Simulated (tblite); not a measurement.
Compound: C₄H₅NO.
SMILES with atom numbers: `[N:1]#[C:2][CH2:3][C@@H:4]1[CH2:5][O:6]1` (hydrogens: H7, H8 on C3; H9 on C4; H10, H11 on C5)

The geometry is computed with GFN2-xTB (gas phase).

(1) List the bond lengths, angles and torsions at this level.

Answers

(1) 
| bond | length (bohr) | order |
| --- | --- | --- |
| N1≡C2 | 2.159 | triple |
| C2–C3 | 2.725 | single |
| C3–C4 | 2.872 | single |
| C4–C5 | 2.767 | single |
| C5–O6 | 2.645 | single |
| C4–O6 | 2.633 | single |
| C3–H7 | 2.067 | single |
| C3–H8 | 2.067 | single |
| C4–H9 | 2.056 | single |
| C5–H10 | 2.047 | single |
| C5–H11 | 2.049 | single |

Orders are formal, as drawn. A selection of angles:
| angle | degrees |
| --- | --- |
| N1–C2–C3 | 179.4 |
| C2–C3–C4 | 110.5 |
| C2–C3–H7 | 109.1 |
| C2–C3–H8 | 109.0 |
| C4–C3–H7 | 109.6 |
| C4–C3–H8 | 110.0 |
| H7–C3–H8 | 108.5 |
| C3–C4–C5 | 120.7 |
| C3–C4–O6 | 117.2 |
| C3–C4–H9 | 114.9 |
| C5–C4–O6 | 58.6 |
| C5–C4–H9 | 118.3 |
| O6–C4–H9 | 115.2 |
| C4–C5–O6 | 58.2 |
| C4–C5–H10 | 119.7 |
| C4–C5–H11 | 119.4 |
| O6–C5–H10 | 115.8 |
| O6–C5–H11 | 115.8 |
| H10–C5–H11 | 115.3 |
| C4–O6–C5 | 63.2 |

Torsions: C2–C3–C4–C5 -85° (synclinal); C3–C4–C5–O6 -105° (anticlinal); C3–C4–O6–C5 111° (anticlinal).

The 3 C–C bonds span 1.442 Å (C2–C3, drawn single) to 1.520 Å (C3–C4, drawn single), a spread of 0.078 Å. O6 (epoxide oxygen) is bent (angle 63.2°). The 3-membered ring C4–C5–O6 has internal angles of 58.2° to 63.2°.

Point group: C1 (no symmetry element, even within 0.4 Å). Its GFN2-xTB frequencies are all real (lowest 54 cm⁻¹). The numbers are those of one conformer.
